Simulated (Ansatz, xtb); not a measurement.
## Relative energy of two isomers of CH3NS−

Structure a: the doublet with the links of `C[N][S-]`. Structure b: the doublet with the links of `N[CH][S-]`. Both are isolated ions in the gas phase, relaxed with r2SCAN-D4/def2-SVPD; the shapes shown needn't be the lowest conformers.

a (Å):

```xyz
6

C    -1.4181   -0.9933    1.5567
N    -2.2200   -0.9804    0.3583
S    -1.9365    0.3644   -0.6190
H    -1.6508   -1.8985    2.1533
H    -1.5958   -0.1027    2.2015
H    -0.3253   -0.9960    1.3416
```

b (Å):

```xyz
6

C    -0.9143   -0.7209    0.8747
N    -1.9287   -1.3706    1.6572
S    -1.2852    0.2519   -0.5124
H    -2.7297   -1.5123    1.0396
H    -2.2863   -0.7485    2.3994
H     0.0215   -0.5597    1.4285
```

Quicker runs give these differences E(b) − E(a): GFN2-xTB +0.602 eV; HF/STO-3G +0.537 eV (at GFN2-xTB geometries); r2SCAN-D4/def2-SVPD//GFN2-xTB −0.270 eV.

Question: Estimate E(b) − E(a) at the level CCSD(T)/def2-SVPD + ΔMP2/def2-TZVPPD.

Answer: Calculated at CCSD(T)/def2-SVPD + ΔMP2/def2-TZVPPD: E(b) − E(a) = −0.134 eV, so structure b lies lower.

The same difference at several levels:

```csv
level,geometry,E(b) − E(a) (eV),departure from the last row (eV),"job, with rough time for the two"
GFN2-xTB,GFN2-xTB,+0.602,+0.736,"optimisation, 0.084 s"
HF/STO-3G,GFN2-xTB,+0.537,+0.672,"single point, 0.18 s"
r2SCAN-D4/def2-SVPD//GFN2-xTB,GFN2-xTB,−0.270,−0.135,"single point, 4.2 s"
r2SCAN-D4/def2-SVPD,r2SCAN-D4/def2-SVPD,−0.271,−0.137,"optimisation, 55 s"
HF/def2-SVPD,r2SCAN-D4/def2-SVPD,−0.272,−0.138,part of the CCSD(T) run
MP2/def2-SVPD,r2SCAN-D4/def2-SVPD,−0.406,−0.272,part of the CCSD(T) run
CCSD(T)/def2-SVPD,r2SCAN-D4/def2-SVPD,−0.202,−0.068,single point
CCSD(T)/def2-SVPD + ΔMP2/def2-TZVPPD,r2SCAN-D4/def2-SVPD,−0.134,,"single point, 31 s"
```

As drawn, b has 1 C–S, 2 N–H in place of 1 N–S, 2 C–H.

GFN2-xTB, HF/STO-3G put the two in the other order. The largest departure from CCSD(T)/def2-SVPD + ΔMP2/def2-TZVPPD is that of GFN2-xTB, 0.736 eV. The last row adds to CCSD(T) the change of the MP2 difference between the two basis sets, here +0.068 eV.

With harmonic frequencies from r2SCAN-D4/def2-SVPD (ideal gas, rigid rotor, one conformer each, 298.15 K, 1 atm): the zero-point term adds +0.011 eV; ΔH is −0.120 and ΔG −0.118 eV.

Open shells are spin-unrestricted. The correlated steps freeze 7 core orbitals. Mirror images aren't counted in ΔG. Codes used: Ansatz 0.2.0, xtb 6.7.1; the last row on 2 threads of Arm Neoverse V1 on a shared host.
